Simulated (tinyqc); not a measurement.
Inside a calculation. Method: MP2 on RHF in the sto-6g basis, frozen core, for H3O+, spin multiplicity 1. One step of it, computed by the program tinyqc.

Task: Second-order Moller-Plesset energy. E2 = sum_ijab (ia|jb) [2 (ia|jb) - (ib|ja)] / (e_i + e_j - e_a - e_b) over occupied i, j and virtual a, b; the opposite-spin part is (ia|jb)^2 / denominator, the rest is same-spin, and SCS-MP2 scales them by 6/5 and 1/3.

orbital energies (hartree): MO1 -21.094942, MO2 -1.756262, MO3 -1.082451, MO4 -1.082159, MO5 -0.894883, MO6 0.062234, MO7 0.258901, MO8 0.259625

Two-electron integrals over orbitals (pq|rs), unique and non-zero (hartree); the lowest 1 orbital is frozen and left out:
```
(22|22) 0.726803    (32|32) 0.139263    (33|22) 0.660288    (33|33) 0.667030
(42|22) -0.000102   (42|33) -0.033742   (42|42) 0.139190    (43|32) -0.033722
(43|43) 0.041964    (44|22) 0.660181    (44|33) 0.582973    (44|42) 0.033824
(44|44) 0.666976    (52|22) -0.012660   (52|33) 0.002886    (52|42) -4.12e-07
(52|44) 0.002882    (52|52) 0.147045    (53|32) 0.002450    (53|43) 0.003275
(53|53) 0.034345    (54|22) 0.000021    (54|33) 0.003297    (54|42) 0.002445
(54|44) -0.003253   (54|52) 0.000046    (54|54) 0.034344    (55|22) 0.749410
(55|33) 0.657699    (55|42) 0.000023    (55|44) 0.657650    (55|52) 0.053920
(55|54) 0.000058    (55|55) 0.877235    (62|22) 0.141099    (62|33) 0.099080
(62|42) 0.000145    (62|44) 0.099058    (62|52) -0.016761   (62|54) 0.000028
(62|55) 0.161359    (62|62) 0.077568    (63|32) -0.011999   (63|43) 0.025756
(63|53) 0.004845    (63|63) 0.054305    (64|22) 0.000469    (64|33) 0.026127
(64|42) -0.012118   (64|44) -0.025435   (64|52) 0.000050    (64|54) 0.004873
(64|55) 0.000519    (64|62) 0.000278    (64|64) 0.054542    (65|22) -0.047864
(65|33) -0.026327   (65|42) 0.000054    (65|44) -0.026281   (65|52) 0.059487
(65|54) 0.000070    (65|55) -0.035834   (65|62) -0.032690   (65|64) -0.000084
(65|65) 0.038583    (66|22) 0.517583    (66|33) 0.500664    (66|42) 0.000422
(66|44) 0.501019    (66|52) -0.035983   (66|54) -0.000046   (66|55) 0.505554
(66|62) 0.048597    (66|64) -0.000105   (66|65) -0.026118   (66|66) 0.465900
(72|22) 0.000419    (72|33) -0.011020   (72|42) -0.050940   (72|44) 0.011526
(72|52) -0.000014   (72|54) -0.010963   (72|55) 0.000451    (72|62) 0.000108
(72|64) -0.036608   (72|65) -0.000090   (72|66) 0.000111    (72|72) 0.053412
(73|32) -0.038965   (73|43) 0.005054    (73|53) 0.003717    (73|63) 0.025929
(73|73) 0.033785    (74|22) -0.166100   (74|33) -0.131833   (74|42) 0.038869
(74|44) -0.121868   (74|52) -0.022338   (74|54) -0.003728   (74|55) -0.191484
(74|62) -0.084821   (74|64) -0.026147   (74|65) 0.019032    (74|66) -0.041444
(74|72) 2.02e-06    (74|74) 0.146341    (75|22) -0.000052   (75|33) 0.007432
(75|42) -0.023379   (75|44) -0.007514   (75|52) 0.000164    (75|54) -0.022734
(75|55) -0.000022   (75|62) -0.000079   (75|64) 0.009204    (75|65) 0.000036
(75|66) -0.000138   (75|72) 0.006986    (75|74) -0.008721   (75|75) 0.024459
(76|22) 0.000021    (76|33) 0.043289    (76|42) -0.100529   (76|44) -0.043493
(76|52) -0.000074   (76|54) 0.008456    (76|55) -0.000076   (76|62) -0.000062
(76|64) 0.051208    (76|65) -0.000086   (76|66) -0.000556   (76|72) 0.005070
(76|74) -0.050727   (76|75) 0.019807    (76|76) 0.124003    (77|22) 0.579961
(77|33) 0.522575    (77|42) 0.030683    (77|44) 0.596420    (77|52) 0.001915
(77|54) -0.006676   (77|55) 0.578948    (77|62) 0.071091    (77|64) -0.041861
(77|65) -0.015729   (77|66) 0.483610    (77|72) 0.021063    (77|74) -0.068142
(77|75) -0.008813   (77|76) -0.060788   (77|77) 0.577442    (82|32) 0.050886
(82|43) 0.011324    (82|53) 0.010965    (82|63) 0.036622    (82|73) 0.000409
(82|82) 0.053414    (83|22) 0.165996    (83|33) 0.121818    (83|42) 0.038960
(83|44) 0.131864    (83|52) 0.022338    (83|54) -0.003684   (83|55) 0.191451
(83|62) 0.084841    (83|64) -0.025655   (83|65) -0.018980   (83|66) 0.041872
(83|72) 0.000534    (83|74) -0.081224   (83|75) -0.008783   (83|76) -0.050950
(83|77) 0.102852    (83|83) 0.146433    (84|32) 0.038973    (84|43) -0.004998
(84|53) -0.003697   (84|63) -0.025796   (84|73) -0.031647   (84|82) -0.000300
(84|84) 0.033677    (85|32) 0.023382    (85|43) -0.007446   (85|53) 0.022738
(85|63) -0.009159   (85|73) -0.008773   (85|82) 0.006984    (85|84) 0.008762
(85|85) 0.024459    (86|32) 0.100442    (86|43) -0.043149   (86|53) -0.008412
(86|63) -0.050799   (86|73) -0.050913   (86|82) 0.005121    (86|84) 0.050814
(86|85) 0.019754    (86|86) 0.123446    (87|32) 0.031399    (87|43) -0.037194
(87|53) -0.006725   (87|63) -0.042324   (87|73) -0.017819   (87|82) -0.020827
(87|84) 0.017717    (87|85) 0.008921    (87|86) 0.061300    (87|87) 0.049157
(88|22) 0.580128    (88|33) 0.596713    (88|42) -0.031141   (88|44) 0.522427
(88|52) 0.001926    (88|54) 0.006732    (88|55) 0.579071    (88|62) 0.071180
(88|64) 0.042535    (88|65) -0.015794   (88|66) 0.483109    (88|72) -0.020631
(88|74) -0.103063   (88|75) 0.008867    (88|76) 0.061193    (88|77) 0.480462
(88|83) 0.067890    (88|88) 0.578080
```

Hartree-Fock energy = -76.04108496 hartree

Give: Terms; Pair energies; MP2 correlation energy; SCS-MP2 correlation energy; MP2 total energy.

Result:

Terms (the 40 largest of 74):
```
i  j  a  b  (ia|jb)  (ib|ja)  denominator       term
3  3  8  8   0.1464   0.1464      -2.6842    -0.0080
4  4  7  7   0.1463   0.1463      -2.6821    -0.0080
3  4  8  7  -0.0812  -0.0316      -2.6831    -0.0040
4  3  7  8  -0.0812  -0.0316      -2.6831    -0.0040
2  3  6  8   0.0848   0.0366      -3.1606    -0.0036
3  2  8  6   0.0848   0.0366      -3.1606    -0.0036
2  4  6  7  -0.0848  -0.0366      -3.1596    -0.0036
4  2  7  6  -0.0848  -0.0366      -3.1596    -0.0036
2  2  6  6   0.0776   0.0776      -3.6370    -0.0017
4  4  6  6   0.0545   0.0545      -2.2888    -0.0013
3  3  6  6   0.0543   0.0543      -2.2894    -0.0013
5  5  6  6   0.0386   0.0386      -1.9142    -0.0008
2  2  7  7   0.0534   0.0534      -4.0303    -0.0007
2  2  8  8   0.0534   0.0534      -4.0318    -0.0007
3  3  7  7   0.0338   0.0338      -2.6827  -4.25e-04
4  4  8  8   0.0337   0.0337      -2.6836  -4.23e-04
2  5  6  6  -0.0327  -0.0327      -2.7756  -3.85e-04
5  2  6  6  -0.0327  -0.0327      -2.7756  -3.85e-04
4  4  7  6  -0.0261  -0.0261      -2.4855  -2.75e-04
4  4  6  7  -0.0261  -0.0261      -2.4855  -2.75e-04
3  3  6  7   0.0259   0.0259      -2.4860  -2.70e-04
3  3  7  6   0.0259   0.0259      -2.4860  -2.70e-04
3  4  6  8  -0.0258  -0.0257      -2.4865  -2.69e-04
4  3  8  6  -0.0258  -0.0257      -2.4865  -2.69e-04
3  4  8  6  -0.0257  -0.0258      -2.4865  -2.63e-04
4  3  6  8  -0.0257  -0.0258      -2.4865  -2.63e-04
5  5  7  7   0.0245   0.0245      -2.3076  -2.59e-04
5  5  8  8   0.0245   0.0245      -2.3090  -2.59e-04
4  5  7  6   0.0190   0.0092      -2.2982  -2.39e-04
5  4  6  7   0.0190   0.0092      -2.2982  -2.39e-04
3  5  8  6  -0.0190  -0.0092      -2.2992  -2.38e-04
5  3  6  8  -0.0190  -0.0092      -2.2992  -2.38e-04
4  3  8  7  -0.0316  -0.0812      -2.6831   2.11e-04
3  4  7  8  -0.0316  -0.0812      -2.6831   2.11e-04
2  4  7  6  -0.0366  -0.0848      -3.1596   1.34e-04
4  2  6  7  -0.0366  -0.0848      -3.1596   1.34e-04
2  3  8  6   0.0366   0.0848      -3.1606   1.34e-04
3  2  6  8   0.0366   0.0848      -3.1606   1.34e-04
5  3  7  8  -0.0088  -0.0088      -2.4959  -3.09e-05
3  5  8  7  -0.0088  -0.0088      -2.4959  -3.09e-05
```

Pair energies (hartree; pair i-j sums ij and ji):
```
pair  opposite spin  same spin
2-2         -0.0031          0
3-2         -0.0054    -0.0015
3-3         -0.0102          0
4-2         -0.0054    -0.0015
4-3         -0.0067    -0.0018
4-4         -0.0103          0
5-2         -0.0008  -7.22e-11
5-3         -0.0005  -8.39e-05
5-4         -0.0005  -8.41e-05
5-5         -0.0013          0
```

MP2 correlation energy = -0.049197 hartree

SCS-MP2 correlation energy = -0.054753 hartree

MP2 total energy = -76.090282 hartree
